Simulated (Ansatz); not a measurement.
Stepwise reaction of dichlorosilane with hydrogen, as a gas-phase model of exchange steps in deposition or etching. ΔE in kJ/mol; ΔG adds harmonic PBE0-D4 terms to CCSD(T)/CBS, at 1 bar.

Isolated molecules relaxed with PBE0-D4/def2-TZVP in Ansatz; ΔE leaves out vibrations. CCSD(T)/CBS adds triple-zeta CCSD(T) − MP2 to the extrapolated MP2 energy (def2 sets, frozen cores). This one scheme is used for every species. Functionals use def2-TZVPP. B3LYP here is the variant with VWN-RPA as its local correlation; programs differ in this.

```json
{"step": "2", "reaction": "`[SiH3]Cl` + H₂ → SiH₄ + HCl", "PBE-D4": "69.9", "B3LYP-D4": "69.6", "ωB97M-V": "71.8", "CCSD(T)/CBS": "72.1", "ΔG(600 K)": "70.5"}
```

**Question.** Give the row of step 1, `Cl[SiH2]Cl` + H₂ → `[SiH3]Cl` + HCl. (An estimate is asked.)

**Answer.** Ansatz gave: 
```json
{"step": "1", "reaction": "`Cl[SiH2]Cl` + H₂ → `[SiH3]Cl` + HCl", "PBE-D4": "79.2", "B3LYP-D4": "77.1", "ωB97M-V": "79.1", "CCSD(T)/CBS": "78.4", "ΔG(600 K)": "71.9"}
```

**Question.** By hand: ΔE of the 2 steps together at CCSD(T)/CBS.

**Answer.** (78.4) + (72.1) = 150.5 kJ/mol, or 75.2 kJ/mol a step.

In ΔE each step is lower than the one before. All are uphill at CCSD(T)/CBS. ΔG lies between 70.5 and 71.9 kJ/mol a step. PBE-D4 differs from CCSD(T)/CBS by -2.2 to 0.8 kJ/mol a step. Isolated molecules leave out the surface, adducts and barriers. Largest T1 diagnostic: 0.011.
